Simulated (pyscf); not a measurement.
Thermochemistry of product channels of `[O][SiH2][OH]` [doublet] on the doublet surface, in kcal/mol, from CCSD(T)/def2-TZVPP + ΔMP2(QZVPP) energies (ideal gas, 1 atm, RRHO with modes under 100 cm⁻¹ raised to 100, one conformer, R ln 2 for rigid chiral ones). Structures and frequencies: ωB97X-D3(BJ)/def2-SVP in PySCF. Correlated levels are frozen-core, on RHF or UHF. ΔMP2 is the change of the MP2 total energy from the triple- to the quadruple-zeta basis.

```
products                                              ΔE  ΔH(298 K)  ΔG(298 K)  ΔG(600 K)
------------------------------------------------  ------  ---------  ---------  ---------
`[OH][SiH][OH]` [doublet]                          -25.9      -24.1      -24.6      -25.2
`[OH][SiH2]` [doublet] + `[O]` [triplet]          +114.9     +113.3     +104.2      +95.0
`[O][SiH3]` [doublet] + `[O]` [triplet]           +143.2     +139.7     +131.2        [?]
`[O]` [triplet] + `[O]=[SiH2]` + `[H]` [doublet]     [?]     +168.6     +153.5     +137.8
```

Problem. Some entries are withheld; supply them.

Solution. 
- `[O][SiH3]` [doublet] + `[O]` [triplet], ΔG(600 K): +122.6
- `[O]` [triplet] + `[O]=[SiH2]` + `[H]` [doublet], ΔE: +175.6

These are energies of the channels, which say nothing of barriers. The CCSD(T) − MP2 part came from Ansatz, without density fitting, on the same reference. Left out: orbital degeneracy and the spin-orbit lowering of O. The orbital near-degeneracy of the XH₃O or XH₃S radical is left out.
